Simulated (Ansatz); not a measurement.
**C2H5F (SMILES CCF) at 6 levels**

Wanted: a comparison of 6 runs (HF/3-21G, HF/def2-SVP, PBE0/def2-SVP, PBE/cc-pVTZ, RPA@SPW92/aug-pcseg-2, CCSD/pcseg-1) of C2H5F. 

Program for the calculation: Ansatz 0.2.0.

6 further runs of the same task are left out: 3 for a known fault of the program, 2 that didn't finish, 1 set aside as unsound or not needed.

### 1 The system as given

C2H5F: 8 atoms, total charge 0, spin state singlet. As SMILES, `CCF`. The shape is that of a PBE0-D4/def2-TZVP optimisation.

Bond lengths: C1–C2 1.504 Å, C2–F3 1.386 Å, C1–H4 1.093 Å, C1–H5 1.092 Å, C1–H6 1.091 Å, C2–H7 1.094 Å, C2–H8 1.094 Å. Some angles: C1–C2–F3 110.1°, C1–C2–H7 111.6°, C1–C2–H8 111.6°, F3–C2–H7 107.4°, F3–C2–H8 107.4°, C2–C1–H4 109.9°, C2–C1–H5 110.8°, C2–C1–H6 110.8°, H7–C2–H8 108.6°, H4–C1–H5 108.4°.

### 2 Energy and gradient at HF/3-21G (run 1)

in.yaml

```yaml
crystal:
  periodic: [false, false, false]
  atoms:
    - {symbol: C, position_ang: [-0.431700, 0.566900, -0.264600]}
    - {symbol: C, position_ang: [0.378400, -0.599100, 0.230500]}
    - {symbol: F, position_ang: [1.663300, -0.186400, 0.546500]}
    - {symbol: H, position_ang: [-1.443900, 0.237400, -0.512600]}
    - {symbol: H, position_ang: [0.018600, 0.998500, -1.160400]}
    - {symbol: H, position_ang: [-0.500300, 1.343000, 0.499800]}
    - {symbol: H, position_ang: [0.464000, -1.381500, -0.529800]}
    - {symbol: H, position_ang: [-0.056300, -1.036000, 1.134800]}
basis:
  gaussian: {orbitals: 3-21G.json}
output: {forces: true, orbitals: {seedname: orbitals}}
accuracy: high
hamiltonian: {xc: hf}
```

The basis set 3-21G is read from a file made from the Basis Set Exchange's data (not shown).

Run with:

```
$ ansatz run in.yaml --threads 1 --pin off --max-ram 2610MiB --events-out events.jsonl --progress --plain --runs-dir runs
```

The log of the run:

```text
Warning: RAYON_NUM_THREADS=1 ignored (pool sized by the plan → 1); use --threads N
Functional definition: HF
  name "HF"
  exchange = exact_x
  correlation = 0
834 factors; integrals over basis functions are off by at most 2.8e-9 eV
mean field evaluation 1: about -4818.1884 eV, gradient 2.3e1 eV
mean field evaluation 2: about -4818.1713 eV, gradient 2.3e1 eV
mean field evaluation 4: about -4819.3383 eV, gradient 2.0e0 eV
mean field evaluation 8: about -4819.3494 eV, gradient 1.3e-1 eV
mean field evaluation 16: about -4819.3495 eV, gradient 2.9e-8 eV
mean field -4819.34949693 eV, -177.1078273397 hartree, gradient 2.9e-8 eV, S^2 0.000000; 0 other end points of the search recorded, 0 dependent functions left out
the calculation of the forces begins
reference -4819.34949693 eV, -177.1078273397 hartree; 13, 13 occupied and 24, 24 virtual orbitals, 834 factors
Total energy: -4819.34949693 eV, -177.1078273397 hartree
Atom 0 at    -0.431700     0.566900    -0.264600 Å, force    -0.559351     0.511133    -0.283978 eV/Å
Atom 1 at     0.378400    -0.599100     0.230500 Å, force    -0.472866    -1.242242     0.112243 eV/Å
Atom 2 at     1.663300    -0.186400     0.546500 Å, force     0.926001     0.434945     0.198872 eV/Å
Atom 3 at    -1.443900     0.237400    -0.512600 Å, force     0.306002     0.121781     0.070409 eV/Å
Atom 4 at     0.018600     0.998500    -1.160400 Å, force    -0.095989    -0.116056     0.294938 eV/Å
Atom 5 at    -0.500300     1.343000     0.499800 Å, force     0.068919    -0.224117    -0.230590 eV/Å
Atom 6 at     0.464000    -1.381500    -0.529800 Å, force    -0.208407     0.338277     0.309067 eV/Å
Atom 7 at    -0.056300    -1.036000     1.134800 Å, force     0.035690     0.176278    -0.470963 eV/Å
Dipole moment:    -0.433611    -0.099845    -0.114818 e Å
```

Run time: 0.7 s. Hardware: 1 thread of Arm Neoverse N1, shared host.

### 3 Energy and forces at HF/def2-SVP (run 2)

molecule.yaml

```yaml
basis:
  gaussian:
    orbitals: def2-SVP
crystal:
  periodic: [false, false, false]
  atoms:
    - symbol: C
      position_ang: [-0.431700, 0.566900, -0.264600]
    - symbol: C
      position_ang: [0.378400, -0.599100, 0.230500]
    - symbol: F
      position_ang: [1.663300, -0.186400, 0.546500]
    - symbol: H
      position_ang: [-1.443900, 0.237400, -0.512600]
    - symbol: H
      position_ang: [0.018600, 0.998500, -1.160400]
    - symbol: H
      position_ang: [-0.500300, 1.343000, 0.499800]
    - symbol: H
      position_ang: [0.464000, -1.381500, -0.529800]
    - symbol: H
      position_ang: [-0.056300, -1.036000, 1.134800]
hamiltonian:
  xc: hf
accuracy: high
output:
  forces: true
  orbitals: {seedname: orbitals}
```

Run with:

```
$ ansatz run molecule.yaml --threads 1 --pin off --max-ram 2610MiB --events-out events.jsonl --progress --plain --runs-dir runs
```

The log of the run, shortened:

```text
Warning: RAYON_NUM_THREADS=1 ignored (pool sized by the plan → 1); use --threads N
Functional definition: HF
  name "HF"
[...]
1622 factors; integrals over basis functions are off by at most 3.2e-9 eV
[...]
mean field -4842.10237419 eV, -177.9439801566 hartree, gradient 1.0e-8 eV, S^2 0.000000; 0 other end points of the search recorded, 0 dependent functions left out
[...]
reference -4842.10237419 eV, -177.9439801566 hartree; 13, 13 occupied and 54, 54 virtual orbitals, 1622 factors
Total energy: -4842.10237419 eV, -177.9439801566 hartree
Atom 0 at    -0.431700     0.566900    -0.264600 Å, force    -0.084236     0.096018    -0.049465 eV/Å
Atom 1 at     0.378400    -0.599100     0.230500 Å, force     0.716462    -0.055741     0.237876 eV/Å
Atom 2 at     1.663300    -0.186400     0.546500 Å, force    -0.761511    -0.211497    -0.194469 eV/Å
Atom 3 at    -1.443900     0.237400    -0.512600 Å, force     0.042361     0.017467     0.009668 eV/Å
Atom 4 at     0.018600     0.998500    -1.160400 Å, force    -0.006658    -0.003645     0.047375 eV/Å
Atom 5 at    -0.500300     1.343000     0.499800 Å, force     0.020043    -0.019845    -0.035966 eV/Å
Atom 6 at     0.464000    -1.381500    -0.529800 Å, force    -0.004327     0.115817     0.123554 eV/Å
Atom 7 at    -0.056300    -1.036000     1.134800 Å, force     0.077866     0.061425    -0.138573 eV/Å
Dipole moment:    -0.425167    -0.098229    -0.112512 e Å
```

Run time: 3.3 s. Hardware: 1 thread of Arm Neoverse N1, shared host.

Runs 3 to 4 aren't shown in full; the table further down has their settings and results.

### 4 The energy at RPA@SPW92/aug-pcseg-2 (density fitting with def2-universal-jkfit) (run 5)

input.yaml

```yaml
crystal:
  periodic: [false, false, false]
  atoms:
    - {symbol: C, position_ang: [-0.431700, 0.566900, -0.264600]}
    - {symbol: C, position_ang: [0.378400, -0.599100, 0.230500]}
    - {symbol: F, position_ang: [1.663300, -0.186400, 0.546500]}
    - {symbol: H, position_ang: [-1.443900, 0.237400, -0.512600]}
    - {symbol: H, position_ang: [0.018600, 0.998500, -1.160400]}
    - {symbol: H, position_ang: [-0.500300, 1.343000, 0.499800]}
    - {symbol: H, position_ang: [0.464000, -1.381500, -0.529800]}
    - {symbol: H, position_ang: [-0.056300, -1.036000, 1.134800]}
basis:
  gaussian:
    orbitals: aug-pcseg-2
    fitting: {mean_field: def2-universal-jkfit}
correlation:
  method: rpa
  frozen_orbitals: {C: 1, F: 1, H: 0}
hamiltonian:
  xc: {name: SPW92}
output: {orbitals: {seedname: orbitals}}
```

Run with:

```
$ ansatz run input.yaml --threads 1 --pin off --max-ram 2610MiB --events-out events.jsonl --progress --plain --runs-dir runs
```

The log of the run:

```text
Warning: RAYON_NUM_THREADS=1 ignored (pool sized by the plan → 1); use --threads N
Functional definition: SPW92
  name "SPW92"
  exchange = slater_x
  correlation = pw_c
317 factors; integrals over basis functions are off by at most 1.0e0 eV
mean field evaluation 1: about -4825.7244 eV, gradient 6.9e1 eV
mean field evaluation 2: about -4825.7252 eV, gradient 6.9e1 eV
mean field evaluation 4: about -4836.2054 eV, gradient 9.6e0 eV
mean field evaluation 8: about -4836.4029 eV, gradient 1.7e-1 eV
mean field evaluation 16: about -4836.4030 eV, gradient 3.4e-6 eV
mean field -4836.40304309 eV, -177.7345336018 hartree, gradient 3.4e-6 eV, S^2 0.000000; 0 other end points of the search recorded, 0 dependent functions left out
3 core orbitals not correlated: weight in the atoms' cores, before any rotation towards them, 1.000 or more for the frozen orbitals, at most 0.000 for the correlated occupied ones
reference -4846.53359362 eV, -178.1068244670 hartree; 10, 10 occupied and 240, 240 virtual orbitals, 317 factors
Total energy: -4873.14892908 eV, -179.0849200046 hartree
```

Wall time 6 s (1 thread of Arm Neoverse N1, shared host); peak memory 0.28 GiB.

### 5 Energy and forces at CCSD/pcseg-1 (run 6)

run.yaml

```yaml
crystal:
  periodic: [false, false, false]
  atoms:
    - {symbol: C, position_ang: [-0.431700, 0.566900, -0.264600]}
    - {symbol: C, position_ang: [0.378400, -0.599100, 0.230500]}
    - {symbol: F, position_ang: [1.663300, -0.186400, 0.546500]}
    - {symbol: H, position_ang: [-1.443900, 0.237400, -0.512600]}
    - {symbol: H, position_ang: [0.018600, 0.998500, -1.160400]}
    - {symbol: H, position_ang: [-0.500300, 1.343000, 0.499800]}
    - {symbol: H, position_ang: [0.464000, -1.381500, -0.529800]}
    - {symbol: H, position_ang: [-0.056300, -1.036000, 1.134800]}
basis:
  gaussian:
    orbitals: pcseg-1.json
correlation:
  method: ccsd
  frozen_orbitals: {C: 1, F: 1, H: 0}
output:
  forces: true
  orbitals: {seedname: orbitals}
accuracy: high
scf:
  omitted_lower_state_checks: [cluster_reference, increment]
```

The basis set pcseg-1 is read from a file made from the Basis Set Exchange's data (not shown).

Run with:

```
$ ansatz run run.yaml --threads 1 --pin off --max-ram 2610MiB --events-out events.jsonl --progress --plain --runs-dir runs
```

The log of the run:

```text
Warning: RAYON_NUM_THREADS=1 ignored (pool sized by the plan → 1); use --threads N
[... 11 lines left out ...]
3 core orbitals not correlated: weight in the atoms' cores, before any rotation towards them, 1.000 or more for the frozen orbitals, at most 0.000 for the correlated occupied ones
[... 22 lines left out ...]
Total energy: -4858.21147394 eV, -178.5359786533 hartree
[... 8 lines left out ...]
Dipole moment:    -0.399309    -0.096099    -0.104872 e Å
Checks for a lower state left out: cluster_reference, increment
```

Run time: 29 s. Hardware: 1 thread of Arm Neoverse N1, shared host; peak memory 0.41 GiB.

### 6 Overview of the runs

| run | level | task | accuracy | energy (Eh) | dipole moment (D) | HOMO energy (eV) | LUMO energy (eV) | wall time |
| --- | --- | --- | --- | --- | --- | --- | --- | --- |
| 1 | HF/3-21G | gradient | high | -177.107827 | 2.21 | -13.17 | 7.39 | 0.7 s |
| 2 | HF/def2-SVP | gradient | high | -177.943980 | 2.16 | -13.46 | 4.87 | 3.3 s |
| 3 | PBE0/def2-SVP | gradient | high | -178.728208 | 1.84 | -9.17 | 2.07 | 7.8 s |
| 4 | PBE/cc-pVTZ | gradient | high | -178.916196 | 1.69 | -7.56 | 0.61 | 28 s |
| 5 | RPA@SPW92/aug-pcseg-2 (density fitting with def2-universal-jkfit) | energy | medium | -179.084920 | – | -7.76 | -0.48 | 6 s |
| 6 | CCSD/pcseg-1 | gradient | high | -178.535979 | 2.04 | -13.53 | 4.36 | 29 s |

### 7 Results

| quantity | value |
| --- | --- |
| run 6: total energy | -178.53598 Eh |
| run 6: dipole moment (correlated density) | 2.04 D |
| run 6: HOMO energy (Hartree–Fock orbitals) | -13.53 eV |
| run 6: LUMO energy (Hartree–Fock orbitals) | 4.36 eV |
| run 6: HOMO–LUMO gap (Hartree–Fock orbitals) | 17.89 eV |
| run 6: correlation energy (3 core orbitals frozen) | -504.6 mEh |
| run 6: T1 diagnostic | 0.009 |
| run 6: largest force on an atom | 0.456 eV/Å |

Over runs 1, 2, 3, 4, 6 the dipole moment (its size) runs from 1.69 D (PBE/cc-pVTZ) to 2.21 D (HF/3-21G). The two ends differ in method and basis. Over runs 1, 2, 3, 4 the HOMO–LUMO gap runs from 8.17 eV (PBE/cc-pVTZ) to 20.56 eV (HF/3-21G). Totals of different functionals can't be ranked against each other. All runs together took 75 s, the longest 29 s.
